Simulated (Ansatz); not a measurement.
Two isomers of C4H7NO: A = `C#CCNCO`, B = `CC1=NCCO1`.

Isolated molecules relaxed with PBE0-D4/def2-TZVP in Ansatz; ΔE leaves out vibrations. CCSD(T)/CBS adds triple-zeta CCSD(T) − MP2 to the extrapolated MP2 energy (def2 sets, frozen cores). DFT in def2-TZVPP. B3LYP here is the variant with VWN-RPA as its local correlation; programs differ in this. One conformer a species, not always the lowest.

Problem. Which is lower in electronic energy at CCSD(T)/CBS, and by how much? (Estimate.)

Solution. Ansatz gave: B, by 186.7 kJ/mol.

Problem. Give E(B) − E(A) in kJ/mol with B2PLYP, MP2/def2-TZVPP, ωB97M-V, B3LYP-D4, r2SCAN-D4, CCSD/def2-TZVPP, HF/def2-TZVPP. (An estimate is asked.)

Solution. Computed: B2PLYP -189.3, MP2/def2-TZVPP -187.1, ωB97M-V -197.4, B3LYP-D4 -194.0, r2SCAN-D4 -212.3, CCSD/def2-TZVPP -189.8, HF/def2-TZVPP -189.5. None reverses the order clearly.

Largest T1 diagnostic: 0.013.

From PBE to PBE0 (25 % exact exchange), in def2-TZVPP and without D4, E(B) − E(A) moves by −5.4 kJ/mol. The D4 term adds −3.2 kJ/mol with B3LYP and −1.4 kJ/mol with PBE0; it sums over pairs of atoms, weighted by their polarisabilities, and B3LYP, whose exchange is more repulsive, gets the larger term.
